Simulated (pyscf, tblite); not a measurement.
H₃C–Cl (SMILES CCl) + H• (SMILES [H]) -> CH₄ (SMILES C) + Cl• (SMILES [Cl]): energy along the mass-weighted descent from the GFN2-xTB with spin polarisation saddle (tblite), relative to the relaxed reactant side, a complex of the molecules.

| s (amu^1/2 bohr) | E (kcal/mol) |
|---|---|
| -3.96 | 0.4 |
| -3.76 | 0.5 |
| -3.50 | 0.8 |
| -2.28 | 2.3 |
| -0.720 | 12.3 |
| 0.720 | 7.8 |
| 2.28 | -10.1 |
| 3.72 | -12.3 |
| 5.28 | -13.4 |
| 6.02 | -14.4 |
| 6.34 | -14.7 |
| 6.62 | -15.0 |
| 6.89 | -15.2 |
| 7.07 | -15.4 |
| 7.26 | -15.5 |

Task: The GFN2-xTB with spin polarisation barrier from the reactant side is 78.8 kJ/mol. What does ωB97X-D3(BJ) (PySCF) give from its own reactant-side minimum, in def2-SVP and in def2-TZVP?

Result: 83.0 kJ/mol in the double-zeta basis after reoptimising the saddle, and 80.6 kJ/mol in the triple-zeta single point, so the tight-binding barrier lies 1.8 kJ/mol under the latter. The imaginary mode goes from 1345i to 1386i cm⁻¹.
